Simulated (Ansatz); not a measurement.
For Te (model structure, started from the omega type, P6/mmm, No. 191, 3 atoms in the cell), PBEsol in Ansatz (plane waves, PAW) gives:

- lattice constant a = 5.569 Å
- lattice parameter c = 3.086 Å

Task: What does PBE-D3(BJ) (PAW; Ansatz, an electronic-structure program) give for the same quantities?

Result: 
- lattice constant a: 5.575 Å (goes up by 0.1 %)
- lattice parameter c: 3.091 Å (grows by 0.2 %)

Changes are worked out from the printed values.

Unless a cell is named, each level is at its own relaxed cell (PBEsol 27.63, PBE-D3(BJ) 27.74 Å³/atom).

Ansatz's density-functional and Hartree–Fock values are scalar-relativistic unless marked +SOC, with PAW data made under PBE.

A model structure was made by putting elements into a prototype or built by hand; it is no filed structure, need not be a known phase, and can be a saddle point held by its symmetry.
